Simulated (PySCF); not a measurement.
**Towards the basis-set limit for Cl₂⁺**

State: doublet, unpaired electrons π ↑. De refers to Cl⁺ + Cl. ROHF-based CCSD(T) in PySCF 2.14 with Cl cc-pV(T+d)Z and Cl cc-pV(Q+d)Z (frozen core orbitals: 10; no relativity). Correlation energies are extrapolated as n⁻³ (n = 3, 4), Hartree–Fock as (n+1)·exp(−9√n). CV is the change on freezing 2 orbitals instead, in Cl cc-pwCVTZ. SR is the spin-free X2C energy in Cl cc-pVTZ-DK less the non-relativistic one in Cl cc-pVTZ.

```
            Level  Re (Å)  ωe (cm⁻¹)  ωexe (cm⁻¹)  αe (cm⁻¹)  De (eV)
       CCSD(T)/TZ  1.9071      637.4         2.84    0.00156    3.687
       CCSD(T)/QZ  1.8977      647.0         2.87    0.00157    3.870
           HF/CBS  1.8569      747.9         2.21    0.00124    1.885
          MP2/CBS  1.8876      657.4         3.13    0.00161    4.224
         CCSD/CBS  1.8797      683.6         2.62    0.00145    3.699
      CCSD(T)/CBS  1.8919      654.4         2.88    0.00157    3.983
   CCSD(T)/CBS+CV  1.8886      656.7         2.88    0.00157    4.003
CCSD(T)/CBS+CV+SR  1.8890      655.5         2.87    0.00157    3.996
```

**Question.** How much is left between CCSD(T)/QZ and the basis-set limit, and how much do the triples give at the limit?

**Answer.** CCSD(T)/CBS less CCSD(T)/QZ: -5.8 mÅ in Re, +7.4 cm⁻¹ in ωe and +0.113 eV in De. CCSD(T)/CBS less CCSD/CBS: +12.2 mÅ in Re, -29.2 cm⁻¹ in ωe and +0.284 eV in De.

**Question.** What do the later terms add?

**Answer.** CV: -3.3 mÅ in Re, +2.3 cm⁻¹ in ωe and +0.020 eV in De; SR: +0.4 mÅ in Re, -1.2 cm⁻¹ in ωe and -0.007 eV in De, each against the row above.

The T1 diagnostic is 0.015. The state was picked by a PBE0 search and need not be the measured ground state. Spin–orbit coupling, excitations beyond (T) and corrections to the Born–Oppenheimer picture are left out.

The whole job (state search and all basis sets along the bond) took about 49 min on 4 threads of Arm Neoverse V1 (shared host), peak memory 11 GiB.
